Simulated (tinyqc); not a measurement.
Inside a calculation. Method: UHF in the sto-6g basis, for LiH, spin multiplicity 3. This run ends on a higher stationary point, not on the lowest solution. One step of it, computed by the program tinyqc.

Problem. Iteration 1: diagonalisation and new density. A level shift of 0.5 hartree raises the virtual space: F + shift (S - S D(s) S), with D(s) the density of one spin. Diagonalise F' = X^T F X, C = X C', fill 3 alpha and 1 beta electrons from the bottom; D(s) = C_occ C_occ^T. Each column has its largest component positive (the first on a tie).

F(alpha) (hartree), lower triangle:
```
            1Li 1s     1Li 2s    1Li 2px    1Li 2py    1Li 2pz      2H 1s
1Li 1s   -2.326471
1Li 2s   -0.622031  -0.169060
1Li 2px   0.000000   0.000000   0.187791
1Li 2py   0.000000   0.000000  -0.019379  -0.071831
1Li 2pz   0.002535  -0.114399   0.000000   0.000000   0.018035
2H 1s    -0.034404  -0.199478   0.000000   0.000000  -0.278422  -0.418589
```

F(beta) (hartree), lower triangle:
```
            1Li 1s     1Li 2s   1Li 2px   1Li 2py    1Li 2pz     2H 1s
1Li 1s   -2.310159
1Li 2s   -0.604987  -0.029399
1Li 2px   0.000000   0.000000  0.219021
1Li 2py   0.000000   0.000000  0.002492  0.252401
1Li 2pz   0.001652  -0.009474  0.000000  0.000000   0.202539
2H 1s    -0.032341  -0.052857  0.000000  0.000000  -0.059400  0.054942
```

X:
```
                 1          2         3          4          5         6
1Li 1s    0.344008   0.731204  0.000000   0.000000   0.588059  0.249306
1Li 2s   -0.649113  -0.561885  0.000000   0.000000   0.455968  0.420529
1Li 2px   0.000000   0.000000  0.435065   0.900399   0.000000  0.000000
1Li 2py   0.000000   0.000000  0.900399  -0.435065   0.000000  0.000000
1Li 2pz  -0.664721   0.533094  0.000000   0.000000  -0.476623  0.412927
2H 1s     0.853139  -0.306993  0.000000   0.000000  -0.261555  0.541165
```

D(alpha) at the start, lower triangle:
```
            1Li 1s    1Li 2s   1Li 2px   1Li 2py   1Li 2pz     2H 1s
1Li 1s    0.988713
1Li 2s    0.011058  0.093835
1Li 2px   0.000000  0.000000  0.005480
1Li 2py   0.000000  0.000000  0.073826  0.994520
1Li 2pz  -0.045171  0.153170  0.000000  0.000000  0.254071
2H 1s    -0.061712  0.186360  0.000000  0.000000  0.309558  0.377208
```

D(beta) at the start, lower triangle:
```
            1Li 1s     1Li 2s   1Li 2px   1Li 2py    1Li 2pz     2H 1s
1Li 1s    0.980227
1Li 2s    0.039042   0.001555
1Li 2px   0.000000   0.000000  0.000000
1Li 2py   0.000000   0.000000  0.000000  0.000000
1Li 2pz   0.001262   0.000050  0.000000  0.000000   0.000002
2H 1s    -0.005137  -0.000205  0.000000  0.000000  -0.000007  0.000027
```

overlap S, lower triangle:
```
           1Li 1s    1Li 2s   1Li 2px   1Li 2py   1Li 2pz     2H 1s
1Li 1s   1.000000
1Li 2s   0.235742  1.000000
1Li 2px  0.000000  0.000000  1.000000
1Li 2py  0.000000  0.000000  0.000000  1.000000
1Li 2pz  0.000000  0.000000  0.000000  0.000000  1.000000
2H 1s    0.012028  0.220693  0.000000  0.000000  0.323342  1.000000
```

Give: F' = X^T F X; orbital energies; coefficients C; F' = X^T F X; orbital energies; coefficients C; D(alpha) after iteration 1; D(beta) after iteration 1.

Solution.

F' = X^T F X (alpha) (hartree), lower triangle:
```
        1       2      3      4       5       6
1   0.535
2  -0.331  -0.385
3   0.000   0.000  0.030
4   0.000   0.000  0.260  0.586
5  -0.313  -1.273  0.000  0.000  -0.981
6  -0.314  -0.430  0.000  0.000  -0.435  -0.679
```

orbital energies (alpha) (hartree): MO1 -2.329, MO2 -0.459, MO3 -0.073, MO4 0.587, MO5 0.689, MO6 0.692

coefficients C (alpha):
```
            MO1     MO2    MO3     MO4     MO5     MO6
1Li 1s    0.991  -0.082  0.000  -0.267   0.000  -0.008
1Li 2s    0.035   0.261  0.000   1.023   0.000   0.072
1Li 2px   0.000   0.000  0.074   0.000   0.997   0.000
1Li 2py   0.000   0.000  0.997   0.000  -0.074   0.000
1Li 2pz   0.001   0.362  0.000  -0.076   0.000   0.993
2H 1s    -0.003   0.740  0.000  -0.407   0.000  -0.686
```

F' = X^T F X (beta) (hartree), lower triangle:
```
        1       2       3      4       5      6
1   0.695
2  -0.368  -0.326
3   0.000   0.000   0.748
4   0.000   0.000  -0.012  0.723
5  -0.365  -1.231   0.000  0.000  -0.819
6  -0.251  -0.583   0.000  0.000  -0.735  0.144
```

orbital energies (beta) (hartree): MO1 -2.312, MO2 0.512, MO3 0.663, MO4 0.719, MO5 0.753, MO6 0.830

coefficients C (beta):
```
            MO1     MO2     MO3     MO4    MO5     MO6
1Li 1s    0.993  -0.097  -0.237   0.000  0.000  -0.099
1Li 2s    0.029   0.329   0.914   0.000  0.000   0.420
1Li 2px   0.000   0.000   0.000   0.997  0.074   0.000
1Li 2py   0.000   0.000   0.000  -0.074  0.997   0.000
1Li 2pz   0.001   0.272  -0.429   0.000  0.000   0.931
2H 1s    -0.004   0.762  -0.233   0.000  0.000  -0.741
```

D(alpha) after iteration 1, lower triangle:
```
         1Li 1s  1Li 2s  1Li 2px  1Li 2py  1Li 2pz  2H 1s
1Li 1s    0.989
1Li 2s    0.013   0.069
1Li 2px   0.000   0.000    0.005
1Li 2py   0.000   0.000    0.074    0.995
1Li 2pz  -0.029   0.094    0.000    0.000    0.131
2H 1s    -0.064   0.193    0.000    0.000    0.268  0.547
```

D(beta) after iteration 1, lower triangle:
```
         1Li 1s  1Li 2s  1Li 2px  1Li 2py  1Li 2pz  2H 1s
1Li 1s    0.986
1Li 2s    0.029   0.001
1Li 2px   0.000   0.000    0.000
1Li 2py   0.000   0.000    0.000    0.000
1Li 2pz   0.000   0.000    0.000    0.000    0.000
2H 1s    -0.004   0.000    0.000    0.000    0.000  0.000
```
